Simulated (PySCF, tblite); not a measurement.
**2,3-pentadiene (C₅H₈): isotopologues and vibrational averages**

Aim: rotational constants, zero-point energies and shieldings of isotopologues of 2,3-pentadiene (C₅H₈) (`CC=C=CC`).

Programs: PySCF 2.14.0 with density-fitted response routines of our own, and tblite 0.8.0. All values are computed, except where a source is named. Atoms count from 0 throughout.

## 1. The molecule as given

13 atoms, charge 0, multiplicity 1; geometry from: force field or distance geometry start.

Bonds of the start (Å): C0–C1 1.45, C0–H5 1.12, C0–H6 1.08, C0–H7 1.14, C1–C2 1.38, C1–H8 1.03, C2–C3 1.25, C3–C4 1.42, C3–H9 1.12, C4–H10 1.12, C4–H11 1.12, C4–H12 1.10.

## 2. GFN2-xTB relaxation, lowest of a short conformer search

What the job is given:

```
{"job": {"xc": "GFN2-xTB", "basis": "xTB", "kind": "relax"}, "charge": 0, "multiplicity": 1}
C     -2.127800    -0.277400     0.168300
C     -1.206200     0.816300    -0.056600
C      0.089300     0.501700     0.295200
C      1.287500     0.243600     0.536500
C      2.075100    -0.396100    -0.461100
H     -2.496400    -0.768400    -0.765100
H     -1.888400    -0.998900     0.941800
H     -3.034800     0.250600     0.616800
H     -1.343300     1.783300    -0.376400
H      1.584100     0.435900     1.594000
H      1.589100    -0.516700    -1.461400
H      2.935400     0.295800    -0.651400
H      2.518900    -1.367800    -0.179000
```

The run is started by

```
$ OMP_NUM_THREADS=1 python ens_run.py task.json out
```

The driver reads the study from task.json and runs its stages one after another.

Output:

```text
step      E/eV     max force
  0    -399.30663    7.788
  1    -399.13560   16.974
  2    -400.04542    2.183
  3    -400.11327    0.708
  4    -400.18513    1.133
  5    -400.23321    1.440
  6    -400.25951    0.488
  7    -400.26961    0.279
  8    -400.28066    0.588
  9    -400.28870    0.591
 10    -400.29270    0.277
 11    -400.29447    0.106
 12    -400.29605    0.255
 13    -400.29834    0.395
 14    -400.30060    0.334
 15    -400.30203    0.155
 16    -400.30297    0.147
 17    -400.30414    0.274
 18    -400.30570    0.346
 19    -400.30726    0.260
 20    -400.30848    0.090
 21    -400.30952    0.139
 22    -400.31089    0.311
 23    -400.31262    0.374
 24    -400.31387    0.236
 25    -400.31431    0.056
 26    -400.31447    0.038
 27    -400.31466    0.108
 28    -400.31498    0.163
 29    -400.31541    0.162
 30    -400.31590    0.092
 31    -400.31645    0.073
 32    -400.31720    0.164
 33    -400.31829    0.264
 34    -400.31959    0.264
 35    -400.32079    0.147
 36    -400.32171    0.088
 37    -400.32251    0.154
 38    -400.32320    0.170
 39    -400.32362    0.096
 40    -400.32382    0.030
 41    -400.32396    0.059
 42    -400.32411    0.079
 43    -400.32424    0.057
 44    -400.32433    0.032
 45    -400.32440    0.036
 46    -400.32447    0.056
 47    -400.32460    0.056
 48    -400.32469    0.027
 49    -400.32478    0.027
 50    -400.32491    0.057
 51    -400.32513    0.095
 52    -400.32549    0.112
 53    -400.32596    0.086
 54    -400.32637    0.048
 55    -400.32659    0.036
 56    -400.32672    0.043
 57    -400.32686    0.039
 58    -400.32700    0.037
 59    -400.32712    0.031
 60    -400.32721    0.026
 61    -400.32726    0.022
 62    -400.32731    0.017
 63    -400.32734    0.018
 64    -400.32736    0.017
 65    -400.32738    0.011
 66    -400.32739    0.009
 67    -400.32741    0.014
 68    -400.32742    0.013
 69    -400.32744    0.016
 70    -400.32746    0.014
 71    -400.32749    0.018
 72    -400.32752    0.018
 73    -400.32756    0.016
 74    -400.32759    0.012
 75    -400.32760    0.007
 76    -400.32760    0.005
 77    -400.32761    0.005
 78    -400.32761    0.004
 79    -400.32761    0.003
```

Wall time 0.25 s (1 thread of Intel Xeon Platinum 8488C, shared host).

The energy fell by 1.021 eV, and the atoms moved 0.22 Å (root mean square).

## 3. Tight optimisation and Hessian

What the job is given:

```
{"job": {"xc": "PBE0", "basis": "pcSseg-1", "grid": 2, "temperatures": [700, 1000], "kind": "geom"}, "charge": 0, "multiplicity": 1}
C     -2.317003    -0.229911     0.210910
C     -1.197056     0.735864    -0.040138
C      0.048480     0.501519     0.237203
C      1.291727     0.246026     0.505903
C      2.253027    -0.389147    -0.454658
H     -2.826669    -0.462475    -0.724112
H     -1.941325    -1.151991     0.647001
H     -3.046713     0.211289     0.889849
H     -1.484815     1.685927    -0.475509
H      1.698596     0.502245     1.477412
H      1.766236    -0.603772    -1.402576
H      3.098534     0.275157    -0.632765
H      2.639428    -1.318786    -0.036852
```

Output:

```text
step   0  E = -5306.7255613 eV  max force = 0.45689
step   1  E = -5306.7470533 eV  max force = 0.12784
step   2  E = -5306.7475626 eV  max force = 0.00770
step   3  E = -5306.7475871 eV  max force = 0.00568
step   4  E = -5306.7475894 eV  max force = 0.00100
step   5  E = -5306.7475894 eV  max force = 0.00100
step   6  E = -5306.7475895 eV  max force = 0.00019
harmonic wavenumbers (cm-1): 136.9 152.7 171.4 225.3 299.1 544.2 574.0 718.5 833.6 909.2 971.8 1050.3 1053.0 1091.3 1106.5 1169.0 1301.7 1394.5 1395.0 1447.4 1471.2 1472.3 1480.4 1515.0 2087.1 3040.7 3041.6 3107.5 3107.6 3127.3 3129.2 3152.3 3152.6
```

Wall time 11 min (1 thread of Intel Xeon Platinum 8488C, shared host); peak memory 0.7 GiB.

## 4. Displacements along the modes, parent

What the job is given:

```
{"job": {"xc": "PBE0", "basis": "pcSseg-1", "grid": 2, "temperatures": [700, 1000], "kind": "vib", "mass_numbers": [12, 12, 12, 12, 12, 1, 1, 1, 1, 1, 1, 1, 1]}, "charge": 0, "multiplicity": 1}
C     -2.345416    -0.223382     0.216069
C     -1.208602     0.722582    -0.032730
C      0.046639     0.480632     0.229837
C      1.301869     0.238176     0.491986
C      2.281833    -0.385559    -0.456567
H     -2.875929    -0.450175    -0.717410
H     -1.994453    -1.164150     0.649466
H     -3.077871     0.220121     0.902482
H     -1.459036     1.694433    -0.467068
H      1.677012     0.513228     1.481666
H      1.812752    -0.624781    -1.415103
H      3.125477     0.290520    -0.644991
H      2.698171    -1.309698    -0.035968
```

Output:

```text
mode    cm-1    km/mol   phi_rrr   E(+)/cm-1  E(-)/cm-1
  1    136.90     2.61      -8.8      26.56      27.23
  2    152.69     1.93      -2.1      43.94      44.70
  3    171.45     0.06     -12.4      46.96      48.05
  4    225.28     1.25      -0.2      41.61      41.56
  5    299.12     1.13       9.6      54.51      53.78
  6    544.20     4.82     -19.2      97.36      98.75
  7    573.96    15.23       0.0     103.45     103.59
  8    718.54    21.89       0.2     131.25     131.10
  9    833.61     0.00      45.3     151.86     148.57
 10    909.19    29.23      -0.2     165.36     165.33
 11    971.84    18.87      -0.6     175.09     175.13
 12   1050.28     0.46       0.3     189.14     189.51
 13   1053.00     0.01       2.9     189.94     189.73
 14   1091.34     1.72      31.8     197.68     195.40
 15   1106.51     2.22       0.7     199.31     199.25
 16   1169.04     0.29      45.4     212.17     208.92
 17   1301.66    20.77       0.5     234.70     234.71
 18   1394.53     3.09    -110.0     247.42     255.32
 19   1394.98     2.87     110.1     255.41     247.45
 20   1447.44     0.73      18.7     261.29     259.91
 21   1471.18    10.04      -0.5     264.86     264.85
 22   1472.26     9.62       3.6     265.17     264.93
 23   1480.44    16.17      -0.9     266.48     266.56
 24   1515.04     3.94      20.7     273.49     272.00
 25   2087.05    15.61       0.0     376.24     376.24
 26   3040.69    61.75      98.2     551.77     544.70
 27   3041.62     6.87    -777.1     520.46     576.38
 28   3107.50    12.52      -6.4     560.70     561.15
 29   3107.63    12.62      -4.0     560.76     561.13
 30   3127.31     1.79    -271.4     555.57     575.04
 31   3129.17     2.43   -1228.7     521.50     609.84
 32   3152.29     9.18    -849.7     539.01     600.09
 33   3152.58    17.22    -615.6     547.46     591.67
```

Run time: 13 min. Hardware: 1 thread of Intel Xeon Platinum 8488C, shared host; peak memory 0.64 GiB.

## 5. Displacements along the modes, 2H at atom 7

Changed since step 4:

```diff
@@ -1,2 +1,2 @@
-{"job": {"xc": "PBE0", "basis": "pcSseg-1", "grid": 2, "temperatures": [700, 1000], "kind": "vib", "mass_numbers": [12, 12, 12, 12, 12, 1, 1, 1, 1, 1, 1, 1, 1]}, "charge": 0, "multiplicity": 1}
+{"job": {"xc": "PBE0", "basis": "pcSseg-1", "grid": 2, "temperatures": [700, 1000], "kind": "vib", "mass_numbers": [12, 12, 12, 12, 12, 1, 1, 2, 1, 1, 1, 1, 1]}, "charge": 0, "multiplicity": 1}
 C     -2.345416    -0.223382     0.216069
```

Output:

```text
mode    cm-1    km/mol   phi_rrr   E(+)/cm-1  E(-)/cm-1
  1    132.90     2.02      -9.0      34.07      34.54
  2    138.24     1.79      -4.1      31.30      31.98
  3    165.93     0.41      11.4      54.60      53.14
  4    223.61     1.34      -0.0      41.20      41.13
  5    293.41     1.00       9.7      53.49      52.75
  6    542.69     4.92      19.1      98.47      97.11
  7    568.81    16.02       1.4     102.75     102.48
  8    695.92    14.39       7.8     126.67     126.19
  9    788.19     6.25     -36.1     140.72     143.43
 10    891.02    17.52      23.8     161.85     160.19
 11    928.63    20.33      22.7     168.56     167.03
 12    985.82    10.29       6.3     177.81     177.56
 13   1051.18     0.17      -1.7     189.81     189.64
 14   1078.03     1.95     -41.9     192.61     195.61
 15   1102.94     2.38      62.7     200.92     196.42
 16   1168.56     0.27     -41.8     208.97     211.96
 17   1269.38    11.02      22.7     229.64     227.92
 18   1293.71     1.27     -58.4     231.36     235.64
 19   1321.49    12.10       5.6     238.32     237.94
 20   1395.44     3.63    -118.1     247.27     255.80
 21   1447.16     8.45      46.5     262.23     258.92
 22   1465.16     8.20     -39.1     262.39     265.19
 23   1471.85    10.94      14.9     265.51     264.48
 24   1507.93     5.60     -22.2     270.68     272.27
 25   2086.75    15.78       0.6     376.21     376.17
 26   2260.36    11.76   -1226.6     365.88     453.96
 27   3041.19    34.67   -1097.7     509.79     588.73
 28   3071.73    22.44   -1553.9     500.92     612.58
 29   3107.58    12.55      -3.5     562.17     562.49
 30   3127.16     1.35    -509.2     547.04     583.58
 31   3129.02     2.85   -1240.7     521.15     610.35
 32   3147.62    12.81     909.9     602.35     537.01
 33   3152.52    13.46    1068.6     609.06     532.31
```

It took 13 min on 1 thread of Intel Xeon Platinum 8488C, shared host; peak memory 0.64 GiB.

## 6. Vibrational averages by isotopologue

What the job is given:

```
{"job": {"xc": "PBE0", "basis": "pcSseg-1", "grid": 2, "temperatures": [700, 1000], "kind": "iso"}, "charge": 0, "multiplicity": 1}
C     -2.345416    -0.223382     0.216069
C     -1.208602     0.722582    -0.032730
C      0.046639     0.480632     0.229837
C      1.301869     0.238176     0.491986
C      2.281833    -0.385559    -0.456567
H     -2.875929    -0.450175    -0.717410
H     -1.994453    -1.164150     0.649466
H     -3.077871     0.220121     0.902482
H     -1.459036     1.694433    -0.467068
H      1.677012     0.513228     1.481666
H      1.812752    -0.624781    -1.415103
H      3.125477     0.290520    -0.644991
H      2.698171    -1.309698    -0.035968
```

Output:

```text
parent
  Be/MHz 17529.196 2233.714 2161.251
  B0/MHz 17414.737 2226.001 2152.322
  ZPE/cm-1 24715.2
  <sigma>(0 K)/ppm 163.948 91.252 -35.912 91.246 163.941 29.025 29.155 29.044 25.729 25.729 29.156 29.043 29.025
2H at atom 7
  Be/MHz 17308.5 2137.937 2074.291
  B0/MHz 17200.475 2130.297 2065.48
  ZPE/cm-1 24026.0
  <sigma>(0 K)/ppm 164.208 91.314 -35.936 91.278 163.917 29.038 29.175 29.172 25.733 25.730 29.153 29.038 29.024
```

It took 37 min on 1 thread of Intel Xeon Platinum 8488C, shared host; peak memory 0.7 GiB. This counts the whole study up to here.

Rotational constants (MHz) at equilibrium and in the ground state:

| isotopologue | Be | B0 | zero-point change (cm⁻¹) |
| --- | --- | --- | --- |
| parent | 17529.2, 2233.7, 2161.3 | 17414.7, 2226.0, 2152.3 | 0.0 |
| 2H at atom 7 | 17308.5, 2137.9, 2074.3 | 17200.5, 2130.3, 2065.5 | -689.2 |

Shieldings of the first species (ppm): at equilibrium, the vibrational parts at 0 K, and the averages:

| atom | equilibrium | anharmonic | harmonic | 0 K | 700 K | 1000 K |
| --- | --- | --- | --- | --- | --- | --- |
| C0 | 167.84 | 1.03 | -4.93 | 163.95 | 164.66 | 164.97 |
| C1 | 94.43 | -0.23 | -2.95 | 91.25 | 90.42 | 89.76 |
| C2 | -33.38 | -0.72 | -1.81 | -35.91 | -39.00 | -40.97 |
| C3 | 94.43 | -0.23 | -2.96 | 91.25 | 90.41 | 89.75 |
| C4 | 167.84 | 1.04 | -4.94 | 163.94 | 164.67 | 164.98 |
| H5 | 29.69 | 0.18 | -0.85 | 29.02 | 28.94 | 28.86 |
| H6 | 29.84 | 0.17 | -0.85 | 29.15 | 28.99 | 28.86 |
| H7 | 29.69 | 0.21 | -0.86 | 29.04 | 29.01 | 28.96 |
| H8 | 26.21 | -0.06 | -0.42 | 25.73 | 25.65 | 25.56 |
| H9 | 26.21 | -0.06 | -0.42 | 25.73 | 25.65 | 25.56 |
| H10 | 29.84 | 0.17 | -0.85 | 29.16 | 28.99 | 28.86 |
| H11 | 29.69 | 0.21 | -0.86 | 29.04 | 29.03 | 28.98 |
| H12 | 29.69 | 0.18 | -0.85 | 29.02 | 28.93 | 28.84 |

Isotope effects on the shieldings at 0 K (ppb; positive means more shielded):

| atom | 2H at atom 7 |
| --- | --- |
| C0 | 259 |
| C1 | 62 |
| C2 | -24 |
| C3 | 32 |
| C4 | -24 |
| H5 | 13 |
| H6 | 20 |
| H7 | 128 |
| H8 | 5 |
| H9 | 1 |
| H10 | -3 |
| H11 | -4 |
| H12 | -1 |

## 7. Outcome

| quantity | value |
| --- | --- |
| point group | C2 |
| B0 of the first species | 17414.7, 2226.0, 2152.3 MHz |
| zero-point energy | 24715 cm⁻¹ |
| zero-point change of σ(C4) | -3.90 ppm |

What this shows: Zero-point motion changes the shielding of C0, C4 most, by -3.90 ppm. The largest secondary isotope effect is 259 ppb on C0, 1 bond from the change (2H at atom 7). The job flags a low mode; perturbation theory is less sure for low modes. Internal rotors are held in one well.
